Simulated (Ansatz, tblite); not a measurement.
**The cluster Pd₂O+: rung by rung**

Aim: run the doublet of the cluster Pd₂O+ at one geometry on many levels, and compare frontier levels, spin and run time.

Method: as each input shows; program: Ansatz 0.2.0, Gaussian basis.

Levels to be run: GFN1-xTB, GFN2-xTB, PBE-D4/def2-TZVP, r2SCAN-D4/def2-TZVP, LC-ωPBE/def2-TZVP, B3LYP-D4/def2-TZVP, ωB97M-V/def2-TZVP, CAM-B3LYP-D4/def2-TZVP, LDA/def2-TZVP, PBE+5HF/def2-TZVP, PBE+10HF/def2-TZVP, PBE+15HF/def2-TZVP, PBE+35HF/def2-TZVP, PBE+50HF/def2-TZVP, PBE-D4/def2-SVP, PBE0-D4/def2-SVP, CCSD(T)/def2-TZVPP, MP2/def2-TZVP, RPA/def2-TZVP.

### Step 1. The structure

The geometry is that of the doublet, from an earlier relaxation (PBE-D4/def2-TZVP). At that level it is the lowest of the isomers that a small search found.

3 atoms, charge 1, spin multiplicity 2.

Bond lengths: Pd1–O3 1.854 Å, Pd2–O3 1.854 Å. Angles: Pd1–O3–Pd2 179.9°.

Pd takes a core potential in the def2 sets. No spin-orbit coupling is included. The ion is computed in the gas phase, without counter-ions or solvent.

PBE0-D4/def2-TZVP was run before; its log isn't repeated, and its numbers join the tables.

### Step 2. GFN1-xTB

Tight binding, by tblite at 300 K electronic temperature and without a spin-polarisation term:

```python
tblite.interface.Calculator('GFN1-xTB', numbers, positions, charge=1, uhf=1).singlepoint()
```

Energy -354.5023 eV; 0.002 s.

### Step 3. GFN2-xTB

Tight binding, by tblite at 300 K electronic temperature and without a spin-polarisation term:

```python
tblite.interface.Calculator('GFN2-xTB', numbers, positions, charge=1, uhf=1).singlepoint()
```

Energy -339.8203 eV; 0.002 s.

### Step 4. PBE-D4/def2-TZVP

start.molden holds the orbitals of an earlier run on this state, given as this run's starting guess.

File in.yaml:

```yaml
crystal:
  periodic: [false, false, false]
  atoms:
    - {symbol: Pd, position_ang: [-1.845893, -0.025665, -0.167106]}
    - {symbol: Pd, position_ang: [1.845804, 0.026596, 0.168096]}
    - {symbol: O, position_ang: [0.000099, -0.000920, -0.000990]}
basis:
  gaussian: {orbitals: def2-TZVP, initial_orbitals: start.molden}
total_charge: 1
magnetization: {spin_polarized: true, initial_magnetization: 1}
hamiltonian: {xc: pbe, dispersion: d4}
scf: {omitted_lower_state_checks: [starts]}
output: {orbitals: {seedname: orbitals}}
```

The run is started by

```sh
ansatz run in.yaml --threads 4 --pin off --events-out ev --progress --plain --max-ram 3916MiB
```

After this run come: r2SCAN-D4/def2-TZVP; LC-ωPBE/def2-TZVP; B3LYP-D4/def2-TZVP; ωB97M-V/def2-TZVP; CAM-B3LYP-D4/def2-TZVP; LDA/def2-TZVP; PBE+5HF/def2-TZVP; PBE+10HF/def2-TZVP; PBE+15HF/def2-TZVP; PBE+35HF/def2-TZVP; PBE+50HF/def2-TZVP; PBE-D4/def2-SVP; PBE0-D4/def2-SVP; CCSD(T)/def2-TZVPP; MP2/def2-TZVP; RPA/def2-TZVP.

**Question.** What will the summary of the whole plan be? Wanted: gap in def2-TZVP, named functionals, smallest and largest; gap over the share of exact exchange; correlation energy, CCSD(T)/def2-TZVPP; correlation energy, MP2/def2-TZVP; ⟨S²⟩ in def2-TZVP, named functionals, smallest and largest; PBE0 total energy, smallest basis above largest.

**Answer**, as computed:

| quantity | value |
| --- | --- |
| gap in def2-TZVP, named functionals, smallest and largest | 0.12 eV (LDA), 8.07 eV (LC-ωPBE) |
| gap over the share of exact exchange | 0.31 eV at 0, 6.23 eV at 0.5 |
| correlation energy, CCSD(T)/def2-TZVPP | -38.59 eV |
| correlation energy, MP2/def2-TZVP | -28.60 eV |
| ⟨S²⟩ in def2-TZVP, named functionals, smallest and largest | 1.476, 1.766 |
| PBE0 total energy, smallest basis above largest | 4.26 eV (def2-SVP, def2-TZVP) |

In words: Over the named functionals in def2-TZVP the gap runs from 0.12 eV (LDA) to 8.07 eV (LC-ωPBE); exact exchange widens it. Raising the share of exact exchange from 0 to 0.5 moves the HOMO by -2.60 eV and the LUMO by +3.31 eV. Over the named functionals in def2-TZVP spin contamination reaches 1.02 (r2SCAN-D4), and every level is far from pure, so all describe a mixture with higher spin. Notes on CCSD(T)/def2-TZVPP: spin contamination, state flagged by the program.
